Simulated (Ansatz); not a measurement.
## Cost against result

Saddle point of SiNH$_{6}$Cl, closed shell (SiNH₄Cl ([NH2][SiH2][Cl]) + H₂ → SiH₃Cl ([SiH3][Cl]) + NH₃; bonds formed: Si1–H7, N2–H6; bonds broken: Si1–N2, H6–H7), PBE0-D4/def2-TZVP structure:

```
9
angstrom
Si -0.4358 0.5942 -0.2405
N 0.3001 -0.8816 0.6354
H -1.4910 0.1917 -1.1996
H -1.2307 1.1259 0.9150
Cl 0.7281 2.2873 -0.5322
H 0.6917 -0.9186 -0.5289
H 0.6833 -0.2220 -1.4030
H 1.0753 -0.6446 1.2461
H -0.3209 -1.5321 1.1075
```

Barriers are electronic and count from the start structure reached by relaxing down the imaginary mode.

Ansatz 0.2.0; basis: as named in each row; cores frozen in the correlated methods. B3LYP uses VWN-RPA correlation. Extrapolation: Hartree–Fock as exp(−7.88 √X), correlation as X^−2.97.

Times are rough, for one single point on 2 threads of a shared host (Arm Neoverse V1).

The estimate by CCSD(T) at an estimated basis limit (MP2 extrapolated from triple and quadruple zeta, plus CCSD(T) − MP2 in triple zeta) is 226.8 kJ/mol.

```
      method       basis  time (s)  barrier (kJ/mol)  method less estimate
          HF      STO-3G   under 1             375.8                 149.0
      PBE-D4      STO-3G   under 1             220.5                  -6.3
       SPW92    def2-SVP   under 1             140.5                 -86.3
    B3LYP-D4       6-31G   under 1             227.9                   1.1
      PBE-D4    def2-SVP   under 1             175.2                 -51.6
     PBE0-D4    def2-SVP         1             190.4                 -36.4
       SPW92  def2-TZVPP         1             151.1                 -75.7
     CCSD(T)    def2-SVP         2             224.2                  -2.6
      PBE-D4  def2-TZVPP         2             186.2                 -40.6
     BLYP-D4  def2-TZVPP         2             211.1                 -15.7
    B3LYP-D4  def2-TZVPP         3             219.4                  -7.4
    BHLYP-D4  def2-TZVPP         3             236.0                   9.2
     PBE0-D4  def2-TZVPP         3             199.5                 -27.3
CAM-B3LYP-D4  def2-TZVPP         3             222.4                  -4.4
   r2SCAN-D4  def2-TZVPP         5             202.3                 -24.5
  RPA on PBE  def2-TZVPP         5             225.6                  -1.2
  r2SCAN0-D4  def2-TZVPP         6             210.5                 -16.3
      B2PLYP  def2-TZVPP         6             226.4                  -0.5
     wB97M-V    def2-SVP         6             203.0                 -23.9
    PBE-QIDH  def2-TZVPP         6             215.0                 -11.8
     wB97X-V  def2-TZVPP         8             220.9                  -5.9
      B97M-V  def2-TZVPP        10             205.5                 -21.4
     wB97M-V  def2-TZVPP        10             218.3                  -8.5
         MP2  def2-QZVPP        20             227.4                   0.6
     CCSD(T)  def2-TZVPP        58             226.0                  -0.8
```

All methods are single points on the PBE0-D4 structures.

T1 diagnostic: at most 0.011.

Labels in which every atom is bracketed show which atoms are joined, not bond orders.
